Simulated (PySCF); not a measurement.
**EPR parameters of C4H5O**

C4H5O (doublet state).
Structure used (GFN2-xTB), in Å, numbered top down from 1:
```xyz
10
C4H5O angstrom
O      2.0720   -0.9654   -0.8585
C      1.5147   -0.9213    0.1981
C      0.2765   -0.3129    0.6364
C     -0.1797    0.9802   -0.0200
C     -0.9052   -0.2781   -0.3192
H      0.0533   -0.4378    1.6879
H      0.4624    1.3905   -0.7844
H     -0.6377    1.7197    0.6190
H     -0.7638   -0.7300   -1.2894
H     -1.8835   -0.4401    0.1075
```

The hyperfine couplings belong to this conformer and change with its torsions.

Identity: `O=[C]C1CC1` [radical].

Method: UKS B3LYP, pcH-1 on C H O, non-relativistic, mean-field spin-orbit, GIAO in PySCF 2.14.0. Isolated species at its GFN2-xTB geometry (one conformer only). Couplings are sensitive to structure, and on GFN2-xTB geometries they can be far from those on DFT ones. The SCF solution wasn't tested for stability.

| Item | Value |
| --- | --- |
| g1, g2, g3 | 1.99473, 2.00201, 2.00466 |
| g_iso | 2.00047 |
| Form of g | rhombic: the two nearest values differ by 27 % of g3 − g1 |
| ⟨S²⟩ | 0.7526 (exact 0.7500) |
| α and β electrons | 19, 18 |
| Total energy | -230.58729 Eh |

Hyperfine couplings atom by atom, in MHz; T1 to T3 are the principal values of the dipolar part:

```csv
atom,isotope,a_iso,T1,T2,T3,Mulliken spin population
O1,17O,-45.0,-108.2,50.5,57.6,0.25
C2,13C,347.1,-52.6,-50.5,103.1,0.66
C3,13C,184.8,-11.5,-9.6,21.2,0.04
C4,13C,5.3,-2.9,-2.2,5.0,0.02
C5,13C,4.5,-2.6,-1.9,4.6,0.02
H6,1H,10.8,-8.0,-6.3,14.3,0.00
H7,1H,2.3,-3.3,-1.7,5.0,0.01
H8,1H,1.0,-2.6,-1.1,3.7,0.00
H9,1H,2.7,-3.2,-1.8,5.0,0.01
H10,1H,1.0,-2.5,-1.1,3.6,0.00
```

Largest spin populations (Mulliken): C2 (+0.66) and O1 (+0.25).

Axes: g1 points within 14° of the O1–C2 bond.

Under fast tumbling the dipolar parts average out, and these isotropic splittings remain: 1 × 1H (H6, I = 1/2, 2 lines) with 0.38 mT, 2 × 1H (H7/H9, I = 1/2, 3 lines) with 0.09 mT and 2 × 1H (H8/H10, I = 1/2, 3 lines) with 0.04 mT.

Means are taken over nuclei equivalent by connectivity, which assumes that they swap fast.

The 17O coupling of O1 (-45.0 MHz) shows only in satellite lines or after enrichment, since that isotope makes up about 0.038 % of natural oxygen.

The 13C coupling of C2 (347.1 MHz) shows only in satellite lines or after enrichment, since that isotope makes up about 1.07 % of natural carbon.
